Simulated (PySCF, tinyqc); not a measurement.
Coupled-perturbed Hartree-Fock on RHF in the sto-6g basis, for BH, spin multiplicity 1, step by step. The lowest restricted solution is unstable here: a spin-polarised one lies 0.0063 hartree lower (PySCF). One step of it, computed by the program tinyqc.

Question. Coupled step 1. U_ai = -(mu_ai + sum_bj [4 (ai|bj) - (ab|ij) - (aj|bi)] U_bj) / (e_a - e_i); alpha = -4 sum U_ai mu_ai.

uncoupled U:
```
,i1,i2,i3
a4,0.000000,0.000000,0.000000
a5,0.000000,0.000000,0.000000
a6,-0.011926,0.490362,-2.157658
```

dipole integrals <a|z|i> (bohr):
```
,i1,i2,i3
a4,0.000000,0.000000,0.000000
a5,0.000000,0.000000,0.000000
a6,0.094040,-0.440602,1.426912
```

orbital energies (hartree): MO1 -7.467730, MO2 -0.480930, MO3 -0.243731, MO4 0.251523, MO5 0.251523, MO6 0.417593

Two-electron integrals over orbitals (pq|rs), unique and non-zero (hartree):
```
p,q,r,s,(pq|rs)
1,1,1,1,2.904164
2,1,1,1,-0.277663
2,1,2,1,0.043209
2,2,1,1,0.630436
2,2,2,1,-0.010199
2,2,2,2,0.481270
3,1,1,1,-0.171704
3,1,2,1,0.024960
3,1,2,2,-0.013382
3,1,3,1,0.024439
3,2,1,1,0.143732
3,2,2,1,-0.008882
3,2,2,2,-0.022632
3,2,3,1,0.005808
3,2,3,2,0.117385
3,3,1,1,0.594380
3,3,2,1,-0.009955
3,3,2,2,0.437528
3,3,3,1,0.002999
3,3,3,2,0.022145
3,3,3,3,0.483863
4,1,4,1,0.021967
4,2,4,1,0.022935
4,2,4,2,0.080316
4,3,4,1,0.014089
4,3,4,2,0.043020
4,3,4,3,0.041688
4,4,1,1,0.743131
4,4,2,1,-0.009637
4,4,2,2,0.469241
4,4,3,1,-0.005470
4,4,3,2,0.076423
4,4,3,3,0.446662
4,4,4,4,0.587109
5,1,5,1,0.021967
5,2,5,1,0.022935
5,2,5,2,0.080316
5,3,5,1,0.014089
5,3,5,2,0.043020
5,3,5,3,0.041688
5,4,5,4,0.031641
5,5,1,1,0.743131
5,5,2,1,-0.009637
5,5,2,2,0.469241
5,5,3,1,-0.005470
5,5,3,2,0.076423
5,5,3,3,0.446662
5,5,4,4,0.523827
5,5,5,5,0.587109
6,1,1,1,-0.107298
6,1,2,1,0.019194
6,1,2,2,0.004173
6,1,3,1,-0.000682
6,1,3,2,-0.015939
6,1,3,3,-0.014031
6,1,4,4,-0.003441
6,1,5,5,-0.003441
6,1,6,1,0.022391
6,2,1,1,0.161502
6,2,2,1,-0.003203
6,2,2,2,0.049083
6,2,3,1,-0.012976
6,2,3,2,0.031311
6,2,3,3,-0.014762
6,2,4,4,0.086778
6,2,5,5,0.086778
6,2,6,1,0.011249
6,2,6,2,0.100287
6,3,1,1,-0.154751
6,3,2,1,0.003380
6,3,2,2,-0.003334
6,3,3,1,-0.004743
6,3,3,2,-0.106259
6,3,3,3,-0.029869
6,3,4,4,-0.085291
6,3,5,5,-0.085291
6,3,6,1,0.009075
6,3,6,2,-0.061166
6,3,6,3,0.128087
6,4,4,1,0.008236
6,4,4,2,0.029871
6,4,4,3,0.000025
6,4,6,4,0.027213
6,5,5,1,0.008236
6,5,5,2,0.029871
6,5,5,3,0.000025
6,5,6,5,0.027213
6,6,1,1,0.618869
6,6,2,1,-0.006610
6,6,2,2,0.492458
6,6,3,1,-0.013289
6,6,3,2,-0.057916
6,6,3,3,0.463203
6,6,4,4,0.445788
6,6,5,5,0.445788
6,6,6,1,0.008244
6,6,6,2,0.017961
6,6,6,3,0.031765
6,6,6,6,0.547191
```

Give: U after step 1; polarisability.

Answer.

U after step 1:
```
,i1,i2,i3
a4,0.000,0.000,0.000
a5,0.000,0.000,0.000
a6,-0.004,0.294,-2.321
```

polarisability = 13.769 bohr^3
